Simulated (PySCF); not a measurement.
Point groups of optimised structures. The calculation used PBE0/def2-SVPD in PySCF (dipole) on a GFN2-xTB geometry, gas phase. The symmetry is that of the one conformer found, every atom within 0.08 Å of its image; none is proved a minimum here.

Q: `[CH3:1][c:2]1[p:3][cH:4][p:5][cH:6][c:7]1[CH:8]=[O:9]` with C6–C7–C8–O9 180°, H–C1–C2–P3 1° (nearest H): symmetry, top, dipole?

A: Cs; asymmetric top; symmetry number 1; 2 operations, which sort the 15 atoms into 14 sets; dipole 1.28 D, in the ab plane, which is the mirror; heavy atoms equivalent by symmetry: none.

Q: What symmetry has `[CH3:1][S:2][C:3]#[N:4]` with H–C1–S2–C3 -61° (nearest H)?

A: Cs; asymmetric top; symmetry number 1; 2 operations, which sort the 7 atoms into 6 sets; dipole 4.14 D, in the ab plane, which is the mirror; A, B, C = 15219, 4304, 3428 MHz.

Q: What symmetry has `[cH:1]1[cH:2][cH:3][o:4][cH:5]1`?

A: C2v; asymmetric top; symmetry number 2; 4 operations, which sort the 9 atoms into 5 sets; dipole 0.63 D, along a, the twofold axis; A, B, C = 9699, 9357, 4763 MHz; heavy atoms equivalent by symmetry: C1/C2, C3/C5.
